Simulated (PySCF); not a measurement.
Compound: C4H6N2.
Cartesian coordinates in Å at the PBE0-D3(BJ)/def2-SVP level; atoms count from 1:
```xyz
12
C4H6N2 angstrom
C     -1.7517   -0.1471    0.5573
N     -0.3834   -0.1198    0.1146
C      0.4615    0.9397    0.1009
C      1.6501    0.4898   -0.4421
C      1.4023   -0.8704   -0.7242
N      0.1697   -1.2216   -0.3837
H     -1.9982    0.8122    1.0296
H     -2.4303   -0.3160   -0.2922
H     -1.8923   -0.9564    1.2870
H      0.1609    1.9158    0.4760
H      2.5616    1.0590   -0.6032
H      2.0764   -1.6073   -1.1601
```

Linear response at CAM-B3LYP/def2-SVPD (PySCF, frozen core in the response, non-relativistic).

Static isotropic polarisability: 59.72 au (8.85 Å³), principal values 41.5, 62.7, 75.0 au.

What is the polarisability at 1064 nm and at the sodium D line?

60.26 au at 1064 nm (+0.9 %), 61.55 au at 589.3 nm (+3.1 %). The rise at 589.3 nm is 3.39 times that at 1064 nm; a pure ω² law gives 3.26. The lowest singlet lies at 188 nm, shorter than both wavelengths.

What is the isotropic C6 coefficient between two such molecules, C6 = (3/π)∫α(iω)² dω?

1488 au (Eh·bohr⁶) by a ten-point quadrature over imaginary frequencies, which is 889 eV·Å⁶ or 85.8 J·nm⁶/mol.

Which effective excitation energy ω̄ makes London's formula C6 = (3/4)α²ω̄ exact here?

ω̄ = 4·C6/(3α²) = 0.556 Eh = 15.1 eV. A one-pole form α(ω) = α/(1 − ω²/ω̄²) fitted to the 1064 nm value gives 12.3 eV.

What molar refraction at the D line follows from R = (4π/3)·N_A·α′, with α′ the polarisability volume?

α′ = 9.12 Å³ gives R = 23.01 cm³/mol, for isolated, non-vibrating species.

How many electrons N does the Slater–Kirkwood formula C6 = (3/4)·√N·α^(3/2) need to give this C6?

N = (4·C6/3)²/α³ = 18.5; the species has 44 electrons in all.

What three-body coefficient follows from the one-pole estimate C9 = (3/4)·α·C6?

66700 au. This is an estimate from the two numbers above, not a computed integral.
